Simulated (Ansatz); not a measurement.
A nudged elastic band was laid between two geometries of CH7BO (10 atoms, charge 0, multiplicity 1).

Method: RKS r2SCAN/6-31G* in Ansatz 0.2.0.

* movable images: 7
* climbing image: yes
* spring: 5.0 eV/Å²
* optimiser: quadratic models (default)
* start path: through a guess of the saddle point
* force threshold: 0.05 eV/Å
* iteration limit: 60
* end points: relaxed

First end point:

```xyz
10
Properties=species:S:1:pos:R:3
B 0.144 -0.137 0.068
H 0.296 0.632 0.988
H 1.138 -0.414 -0.559
H -0.854 0.046 -0.601
O -0.183 -1.564 0.877
C -0.534 -2.658 0.000
H 0.347 -2.825 -0.619
H -0.755 -3.541 0.606
H -1.383 -2.378 -0.633
H -0.933 -1.369 1.463
```

Last end point:

```xyz
10
Properties=species:S:1:pos:R:3
B -0.003 -0.354 -1.015
H -0.012 -0.820 3.283
H 0.583 0.679 -0.847
H -0.629 -0.606 -2.016
O 0.066 -1.248 -0.011
C -0.588 -2.514 -0.085
H 0.170 -3.300 -0.002
H -1.279 -2.595 0.761
H -1.137 -2.624 -1.028
H 0.111 -0.826 2.550
```

Task: Which bonds break or form, and what moves?

Result: Bonds broken: B1–H2, O5–H10. Bonds formed: H2–H10. CH7BO becomes CH5BO + H2.

Task: What energy profile does the band end with?

Result: The run converged. The highest image is number 4 of 0 to 8, 23.4 kcal/mol above the first end and 39.5 kcal/mol above the last; the last end lies 16.1 kcal/mol below the first. The profile has 2 maxima (images 1, 4) with wells between them (image 2): this band takes more than one step, which may be the mechanism or a detour left from its start path. Neighbouring images differ by up to 1.5 eV, so the band resolves the path poorly. A vibrational analysis at the climbing image gives one clearly imaginary mode, 1295i cm⁻¹: a first-order saddle point. The orbitals stay closed-shell, which can raise the energy where a bond breaks towards radicals; this wasn't checked here.

```json
{"image": "0", "path coordinate (Å)": "0.00", "energy (kcal/mol)": "0.0", "B1–H2 (Å)": "1.21", "O5–H10 (Å)": "0.97", "H2–H10 (Å)": "2.40"}
{"image": "1", "path coordinate (Å)": "1.22", "energy (kcal/mol)": "1.7", "B1–H2 (Å)": "1.21", "O5–H10 (Å)": "0.97", "H2–H10 (Å)": "2.44"}
{"image": "2", "path coordinate (Å)": "2.43", "energy (kcal/mol)": "1.1", "B1–H2 (Å)": "1.21", "O5–H10 (Å)": "0.97", "H2–H10 (Å)": "2.42"}
{"image": "3", "path coordinate (Å)": "3.65", "energy (kcal/mol)": "1.5", "B1–H2 (Å)": "1.21", "O5–H10 (Å)": "0.97", "H2–H10 (Å)": "2.17"}
{"image": "4", "path coordinate (Å)": "4.87", "energy (kcal/mol)": "23.4", "B1–H2 (Å)": "1.35", "O5–H10 (Å)": "1.28", "H2–H10 (Å)": "1.02"}
{"image": "5", "path coordinate (Å)": "6.01", "energy (kcal/mol)": "-11.3", "B1–H2 (Å)": "2.36", "O5–H10 (Å)": "2.30", "H2–H10 (Å)": "0.74"}
{"image": "6", "path coordinate (Å)": "7.15", "energy (kcal/mol)": "-15.0", "B1–H2 (Å)": "3.24", "O5–H10 (Å)": "2.67", "H2–H10 (Å)": "0.74"}
{"image": "7", "path coordinate (Å)": "8.29", "energy (kcal/mol)": "-16.0", "B1–H2 (Å)": "3.94", "O5–H10 (Å)": "2.64", "H2–H10 (Å)": "0.74"}
{"image": "8", "path coordinate (Å)": "9.43", "energy (kcal/mol)": "-16.1", "B1–H2 (Å)": "4.32", "O5–H10 (Å)": "2.60", "H2–H10 (Å)": "0.74"}
```

Task: What is the geometry of the highest image?

Result: 
```xyz
10
Properties=species:S:1:pos:R:3
B -0.028 -0.234 0.028
H -0.239 -0.041 1.346
H 0.865 0.501 -0.275
H -1.113 -0.152 -0.478
O 0.484 -1.714 0.195
C -0.518 -2.704 -0.053
H -0.087 -3.680 0.192
H -1.416 -2.535 0.559
H -0.805 -2.675 -1.111
H 0.138 -0.974 1.186
```

Time of the run: 11 min on 1 thread of Arm Neoverse V1, on a shared host, peak memory 0.1 GiB.
